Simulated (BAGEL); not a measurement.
# [BCl2]+ (SMILES Cl[B+]Cl): CASPT2(16,12)/6-31G(d) (density fitting with cc-pvqz-jkfit, spherical functions)

What is the energy change on altering one bond length of [BCl2]+ at CASPT2(16,12)/6-31G* (density fitting with cc-pvqz-jkfit, spherical functions)? 

Program for the calculation: BAGEL 1.2.2.

3 further runs of the same task are left out: 2 that didn't finish, 1 set aside as unsound or not needed.

### 1 The structure to begin with

[BCl2]+ has 3 atoms, charge +1, and is taken as a singlet. As SMILES, `Cl[B+]Cl`. The coordinates come from a PBE0-D4/def2-TZVP relaxation.

Bond lengths: Cl1–B2 1.610 Å, B2–Cl3 1.610 Å. Angles: Cl1–B2–Cl3 180.0°.

### 2 A single-point energy at CASPT2(16,12)/6-31G(d) (density fitting with cc-pvqz-jkfit, spherical functions)

The input, calc.json:

```json
{ "bagel": [

{
  "title": "molecule",
  "basis": "6-31gs.json",
  "df_basis": "cc-pvqz-jkfit",
  "angstrom": "true",
  "geometry": [
    { "atom": "Cl", "xyz": [   -1.267920,    0.785680,   -0.605300 ] },
    { "atom": "B", "xyz": [    0.000010,    0.000020,    0.000000 ] },
    { "atom": "Cl", "xyz": [    1.267910,   -0.785700,    0.605290 ] }
  ]
},
{ "title": "hf", "charge": 1 },
{ "title": "casscf", "nstate": 1, "nact": 12, "nclosed": 11, "charge": 1, "maxiter": 200, "natocc": "true" },
{ "title": "print", "file": "orbitals.molden", "orbitals": "true" },
{ "title": "smith", "method": "caspt2", "ms": "true", "xms": "true", "sssr": "true", "shift": 0.0, "ncore": 11 }

]}
```

The basis set 6-31G* is read from a file made from the Basis Set Exchange's data (not shown).

Launch:

```sh
$ BAGEL_NUM_THREADS=1 BAGEL calc.json > calc.out
```

Log:

```text
* using 1 threads per process

  ===============================================================
  ===============================================================

  *** Geometry ***

  { "atom" : "Cl", "xyz" : [     -2.396022,      1.484720,     -1.143851 ] },
  { "atom" : "B", "xyz" : [      0.000019,      0.000038,      0.000000 ] },
  { "atom" : "Cl", "xyz" : [      2.396003,     -1.484758,      1.143832 ] },

  Number of auxiliary basis functions:      402

  Since a DF basis is specified, we compute 2- and 3-index integrals:
    o Being stored without compression. Storage requirement is 0.008 GB

  Number of basis functions:       50
  Number of electrons      :       39

    * METHOD: MOLECULE                             0.18

  *** RHF ***

  === Nuclear Repulsion ===
   103.3863009363

      * DIIS with orbital gradients will be used.

[... 6 lines left out ...]
    * SCF iteration converged.
[... 1 line left out ...]
    * Permanent dipole moment:
[... 22 lines left out ...]
    * Second-order optimization converged. *
[... 11 lines left out ...]
     * ci vector, state   0, <S^2> = 0.0000
       22222222....    -0.9703944962

    * METHOD: CASSCF                             172.03

    * METHOD: PRINT                                0.01

  === SMITH program ===

    * freezing 11 orbitals

    * Approximate memory requirement for SMITH calulation per MPI process:
      o Storage requirement for T-amplitude, lambda, and residual is 0.00 GB
      o Storage requirement for MO integrals is 0.00 GB
    * Calculating and saving rdm4f

    * Third and Fock-weighted fourth order RDM ( 1, 1) evaluation
      will be done with 5 passes

    * Zeroth order energy : state  0      -15.4939489653

    * CASPT2 iteration is performed using redundant basis

      ---- iteration ----

        0    -0.24439103     0.00632177      1.71
        1    -0.24516424     0.00038294      1.68
        2    -0.24516901     0.00002496      1.69
        3    -0.24516902     0.00000202      1.73
        4    -0.24516902     0.00000016      1.68

      -------------------

    * CASPT2 energy : state  0     -943.7276304235
        reference weight              0.9216350472

    * METHOD: SMITH                              174.06

  ===============================================================
```

Wall time 5.8 min (1 thread of Intel Xeon Platinum 8259CL at 2.50GHz (Skylake/Cascade Lake), shared host); peak memory 12 GiB.

### 3 The distorted shape at the same level

The input, input.json:

```json
{ "bagel": [

{
  "title": "molecule",
  "basis": "6-31gs.json",
  "df_basis": "cc-pvqz-jkfit",
  "angstrom": true,
  "geometry": [
    { "atom": "Cl", "xyz": [   -2.282276,    1.414278,   -1.089549 ] },
    { "atom": "B", "xyz": [   -1.014346,    0.628618,   -0.484249 ] },
    { "atom": "Cl", "xyz": [    1.267910,   -0.785700,    0.605290 ] }
  ]
},
{ "title": "hf", "charge": 1 },
{ "title": "casscf", "nstate": 1, "nact": 12, "nclosed": 11, "charge": 1, "maxiter": 200, "natocc": true },
{ "title": "print", "file": "orbitals.molden", "orbitals": true },
{ "title": "smith", "method": "caspt2", "ms": true, "xms": true, "sssr": true, "shift": 0.0, "ncore": 11 }

]}
```

The basis set 6-31G* is read from a file made from the Basis Set Exchange's data (not shown).

Launch:

```sh
$ BAGEL_NUM_THREADS=1 BAGEL input.json > input.out
```

Log:

```text
* using 1 threads per process

  ===============================================================
  ===============================================================

  *** Geometry ***

  { "atom" : "Cl", "xyz" : [     -4.312877,      2.672598,     -2.058949 ] },
  { "atom" : "B", "xyz" : [     -1.916836,      1.187916,     -0.915098 ] },
  { "atom" : "Cl", "xyz" : [      2.396003,     -1.484758,      1.143832 ] },

  Number of auxiliary basis functions:      402

  Since a DF basis is specified, we compute 2- and 3-index integrals:
    o Being stored without compression. Storage requirement is 0.008 GB

  Number of basis functions:       50
  Number of electrons      :       39

    * METHOD: MOLECULE                             0.21

  *** RHF ***

  === Nuclear Repulsion ===
    77.3949947308

      * DIIS with orbital gradients will be used.

[... 6 lines left out ...]
    * SCF iteration converged.
[... 1 line left out ...]
    * Permanent dipole moment:
[... 22 lines left out ...]
    * Second-order optimization converged. *
[... 11 lines left out ...]
     * ci vector, state   0, <S^2> = 0.0000
[... 6 lines left out ...]
    * METHOD: CASSCF                             368.40

    * METHOD: PRINT                                0.01

  === SMITH program ===

    * freezing 11 orbitals

    * Approximate memory requirement for SMITH calulation per MPI process:
      o Storage requirement for T-amplitude, lambda, and residual is 0.00 GB
      o Storage requirement for MO integrals is 0.00 GB
    * Calculating and saving rdm4f

    * Third and Fock-weighted fourth order RDM ( 1, 1) evaluation
      will be done with 5 passes

    * Zeroth order energy : state  0      -14.2247007535

    * CASPT2 iteration is performed using redundant basis

      ---- iteration ----

        0    -0.22517591     0.00583308      1.92
        1    -0.22611449     0.00064552      1.76
        2    -0.22613469     0.00007873      1.75
        3    -0.22613500     0.00001201      1.88
        4    -0.22613501     0.00000159      2.34
        5    -0.22613501     0.00000022      1.92

      -------------------

    * CASPT2 energy : state  0     -943.5406694651
        reference weight              0.9233237453

    * METHOD: SMITH                              188.25

  ===============================================================
```

Wall time 9.3 min (1 thread of Intel Xeon Platinum 8259CL at 2.50GHz (Skylake/Cascade Lake), shared host); peak memory 12 GiB.

### 4 What came out

At CASPT2(16,12)/6-31G* (density fitting with cc-pvqz-jkfit, spherical functions), 11 core orbitals frozen:

```
                                                          quantity          value
                                         first shape: total energy  -943.72763 Eh
                                     distorted shape: total energy  -943.54067 Eh
energy change with the B2–Cl3 bond stretched from 1.610 to 2.898 Å       5.087 eV
```

What this shows: With the B2–Cl3 bond stretched from 1.610 to 2.898 Å the energy rises by 5.09 eV (117 kcal/mol). The first shape isn't relaxed at this level, so the change isn't measured from a minimum.
